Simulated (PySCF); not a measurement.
**Gas-phase XPS of `C1=C[PH2+]C=CC1`, computed**

C₅H₈P (charge +1).
Numbering: `[CH:1]1=[CH:2][PH2+:3][CH:4]=[CH:5][CH2:6]1`

Theory: delta-SCF UKS SCAN, pcX-2 on the ionised atom, pcseg-1 elsewhere, spin-free X2C (PySCF 2.14.0). Each binding energy is the total energy of the core-ionised species, with the hole localised on one atom, minus that of the ground state; both are solved self-consistently, so orbital relaxation is included.

Question: Give the core binding energies atom by atom.

Answer: 
```csv
atom(s),bonded to,level,binding energy (eV),2p1/2 (eV),above the level's lowest (eV),count
C1/C5,"C (double bond), C and H",C 1s,295.98,–,+0.32,2
C2/C4,"C (double bond), H and P",C 1s,295.66,–,0.00,2
P3,2 C and 2 H,P 2p3/2,143.60,144.48,0.00,1
P3,2 C and 2 H,P 1s,2157.29,–,0.00,1
C6,2 C and 2 H,C 1s,295.96,–,+0.30,1
```

The listed C 1s values span 0.32 eV, from C2/C4 (bonded to C (double bond), H and P) to C1/C5 (bonded to C (double bond), C and H). The widest gap between neighbouring values is 0.30 eV, between 295.66 and 295.96 eV. Summing the Pauling electronegativity differences to the bonded atoms, each weighted by its formal bond order, gives -0.71 for the lowest site and -0.35 for the highest; no listed site has a larger sum than the highest. The values 295.96 and 295.98 eV lie too close for their order to be trusted.

Question: Which photon energy gives electrons from P 1s of P3 a kinetic energy of 150 eV, and what is their de Broglie wavelength?

Answer: hν = 2157.29 + 150 = 2307.29 eV, recoil neglected; λ = 12.264 Å/√(E/eV) = 1.00 Å.

Question: What is the longest wavelength that can ionise P 1s of P3 vertically?

Answer: λ = hc/E = 12398.42 eV Å / 2157.29 eV = 5.747 Å.

The first atom of each set that the bonding makes equivalent was ionised and stands for the set. The unrestricted hole states depart most from a pure doublet (⟨S²⟩ = 0.75; over 0.85 named) for C 1s of C1/C5 (0.87), which makes this value less certain. The 2p values add to the ΔSCF energy of one spin-free hole a correction within the shell (spin–orbit coupling, ligand field). 2p1/2 minus 2p3/2 (ligand field included): P 0.89 eV. The species carries charge +1, so core ionisation leaves charge +2. Isolated species at its GFN2-xTB geometry, gas phase.
